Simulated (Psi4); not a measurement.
## Worked example: ideal-gas entropy of C2H2 (acetylene)

A linear singlet with charge 0, relaxed at PBE0-D4/def2-TZVP (density fitting) (Psi4 1.11):

```xyz
4

C     0.0000    0.0000   -0.5985
C     0.0000    0.0000    0.5985
H     0.0000    0.0000   -1.6632
H     0.0000    0.0000    1.6632
```

Harmonic wavenumbers in cm⁻¹: 636, 636, 772, 772, 2085, 3428, 3529.

Masses in u: C 12.011, H 1.008. Take T = 298.15 K, p = 1 bar, R = 8.3145 J/(mol K), kT/hc = 207.22 cm⁻¹, rigid rotor and harmonic oscillator.

**Question.** Work out S° at 298 K.

**Answer.** 
1. Translation (Sackur–Tetrode): S = R[3/2 ln M + 5/2 ln T − 1.1517] with M = 26.038 gives 149.5 J/(mol K).
2. Rotation: the moment of inertia is 14.181 u Å², so B = 16.8576/I = 1.1887 cm⁻¹; σ = 2; q = kT/(σhcB) = 87.2; S = R(ln q + 1) = 45.5.
3. Vibration: with u = ν̃/207.22, each mode gives R[u/(eᵘ − 1) − ln(1 − e⁻ᵘ)]; the sum is 5.2, most from 636 cm⁻¹ (1.6), 636 cm⁻¹ (1.6), 772 cm⁻¹ (1.0).
4. Spin: R ln 1 = 0.0.
5. Sum: 149.5 + 45.5 + 5.2 + 0.0 = 200.2 J/(mol K).

The tabulated value is 200.9 J/(mol K) (CRC Handbook of Chemistry and Physics): the model is off by -0.7.
